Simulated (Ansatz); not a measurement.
[GeH3···H···H], doublet in cc-pVDZ: errors against UCCSDT(Q)

Geometry: a point of a hydrogen-transfer path between rigid fragments, not a stationary point.

| atom | x (Å) | y (Å) | z (Å) |
| --- | --- | --- | --- |
| Ge | -0.0381 | 0.0000 | 0.0000 |
| H | -0.5496 | 1.4466 | 0.0000 |
| H | -0.5496 | -0.7233 | 1.2528 |
| H | -0.5496 | -0.7233 | -1.2528 |
| H | 1.4962 | 0.0000 | 0.0000 |
| H | 2.8999 | 0.0000 | 0.0000 |

Basis cc-pVDZ; Ansatz 0.2.0. Only valence electrons are correlated (noble-gas cores and the filled d shells of p-block atoms frozen), which leaves 9 electrons in 38 orbitals. Prefix R: restricted or restricted open-shell reference; prefix U: unrestricted. Active spaces: valence = (9e, 9o) chosen from the atoms' valence shells; pair = (3e, 3o) about the gap. No spin–orbit coupling is included, and no scalar relativity.

Full CI isn't at hand for all of this; UCCSDT(Q) serves as the reference, and is uncertain by about the last step of the cluster series. The frozen core follows each run's orbitals, which can shift R against U totals by a few meV for light atoms and by up to 0.1 eV past Ca.

The UHF ⟨S²⟩ is 0.758, the T1 diagnostic (RCCSD) is 0.0186 and the largest doubles amplitude (RCCSD) is 0.035. The T1 diagnostic (UCCSD) is 0.0119.

```
   level  E − E(RHF) (eV)
     UHF          -0.0501
    UMP2          -3.2214
   UCCSD          -4.0731
UCCSD(T)          -4.1443
```

**Question.** Estimate how far UCCSDT(Q) in cc-pVDZ lies from UCCSD(T). The table doesn't fix it; the size of (T) and the diagnostics are the guide.

**Answer.** UCCSDT(Q) in cc-pVDZ lies 0.44 kcal/mol below UCCSD(T), which is 27 % of the (T) step (-1.64 kcal/mol). The diagnostics give no warning, yet the rest is a sizeable part of (T).

The other levels:

| level | E − E(UCCSDT(Q)) (kcal/mol) | share of correlation (%) | wall time |
| --- | --- | --- | --- |
| UCCSDT | 0.04 | 99.95 | – |

The correlation energy at UCCSDT(Q), counted from RHF, is -4.163 eV. That run took 16 s on 1 thread of Arm Neoverse V1, shared host.

Run but not shown, since their state or frozen core can't be matched to the reference's or they repeat it: RHF, RMP2, CISD, RCCSD, RCCSD(T), BCCD(T), RCCSDT, RCCSDT(Q), CASSCF (pair space), NEVPT2 (pair space), CASSCF (valence space), NEVPT2 (valence space), MRCISD (valence space), MRCISD+Q (valence space), MRCISD+Q(relaxed) (valence space).

Times hold each run's SCF and search for its determinant on a shared host, so for small cases they say little of a method's own cost; they ran on 1 thread of Arm Neoverse V1.

Natural occupations of CASSCF (valence space) about the gap: 1.986 1.974 1.974 1.973 1.000 0.032 0.021 0.020 0.020; effectively unpaired electrons, Σ n²(2−n)², 1.02.
